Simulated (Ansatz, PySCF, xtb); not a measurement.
Bonds broken one at a time in the series Ga Cl-CH3. Isolated molecules, 0 K electronic values unless said otherwise. Strings in code marks are SMILES. Quantity: homolytic bond dissociation enthalpy at 298 K (no spin–orbit term). Enthalpy corrections at 298 K come from GFN2-xTB frequencies (xtb). Level 1: PBE-D3(BJ)/def2-TZVP // PBE0-D4/def2-TZVP (PySCF). Level 2: frozen-core CCSD(T)/cc-pVTZ // PBE0-D4/def2-TZVP (Ansatz, a first-principles code).

```json
[
 {"case": "C–Ga bond of `[CH3][Ga]([CH3])[Cl]`, giving `[CH3]` and `[CH3][Ga][Cl]`", "level 1 (kcal/mol)": "73.4", "level 2 (kcal/mol)": "withheld"},
 {"case": "C–Ga bond of `[CH3][Ga]([Cl])[Cl]`, giving `[CH3]` and `[Cl][Ga][Cl]`", "level 1 (kcal/mol)": "73.8", "level 2 (kcal/mol)": "78.8"},
 {"case": "C–Ga bond of `[CH3][Ga]([CH3])[CH3]`, giving `[CH3]` and `[CH3][Ga][CH3]`", "level 1 (kcal/mol)": "74.1", "level 2 (kcal/mol)": "78.3"},
 {"case": "Cl–Ga bond of `[Cl][Ga]([Cl])[Cl]`, giving `[Cl]` and `[Cl][Ga][Cl]`", "level 1 (kcal/mol)": "96.3", "level 2 (kcal/mol)": "98.9"},
 {"case": "Ga–Cl bond of `[CH3][Ga]([Cl])[Cl]`, giving `[CH3][Ga][Cl]` and `[Cl]`", "level 1 (kcal/mol)": "102.5", "level 2 (kcal/mol)": "104.1"},
 {"case": "Ga–Cl bond of `[CH3][Ga]([CH3])[Cl]`, giving `[CH3][Ga][CH3]` and `[Cl]`", "level 1 (kcal/mol)": "110.0", "level 2 (kcal/mol)": "110.1"}
]
```

Fit level 2 = a + b·x to the 5 complete rows by least squares, with x = level 1 in kcal/mol. Give a, b and the rms residual, and predict the withheld value.

Means of the 5 rows: x̄ = 91.34, ȳ = 94.04 kcal/mol. Σ(x − x̄)² = 1102.2 and Σ(x − x̄)(y − ȳ) = 974.72, so b = 0.884 and a = ȳ − b·x̄ = 13.30 kcal/mol. The rms residual is 0.39 kcal/mol. At x = 73.4 the line gives 78.2 kcal/mol, outside the range of the fitted rows. The run for C–Ga bond of `[CH3][Ga]([CH3])[Cl]`, giving `[CH3]` and `[CH3][Ga][Cl]` gave 78.1 kcal/mol, so the line is off by 0.1 kcal/mol, within twice the rms residual.

Codes: Ansatz, PySCF, xtb.
